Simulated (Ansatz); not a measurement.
acetylene (SMILES C#C) moved off its minimum; all values from Ansatz (a quantum-chemistry and plane-wave program), cores frozen in correlated methods.
(charge 0, multiplicity 1)
```xyz
4

C      0.0266    -0.0058    -0.6364
C     -0.0351     0.0362     0.6572
H      0.1575     0.1459    -1.6647
H     -0.1063    -0.0320     1.5714
```

```csv
level,largest force (eV/Å),on atom,rms difference from CCSD(T)/aug-cc-pVTZ (eV/Å),dipole (D)
HF/def2-TZVPP,19.24,C2,1.460,0.17
PBE/def2-TZVPP,16.17,C2,0.254,0.15
r2SCAN/def2-TZVPP,16.82,C2,0.499,0.16
B3LYP/def2-TZVPP,16.89,C2,0.541,0.15
wB97M-V/def2-TZVPP,17.29,C2,0.699,0.15
MP2/aug-cc-pVTZ,15.20,C2,0.175,0.15
CCSD(T)/aug-cc-pVTZ,15.61,C2,0.000,0.14
```

The differences count from one level among others, with limits of its own. Forces at CCSD(T)/aug-cc-pVTZ (eV/Å):

| atom | Fx | Fy | Fz |
|---|---|---|---|
| C1 | -0.314 | 0.326 | 7.478 |
| C2 | 0.995 | 0.343 | -15.570 |
| H3 | 0.033 | -0.008 | -0.788 |
| H4 | -0.714 | -0.660 | 8.881 |

Doubts at one or more of the structures used: a restricted determinant that unrestricted orbitals would lower (MP2/aug-cc-pVTZ, CCSD(T)/aug-cc-pVTZ).
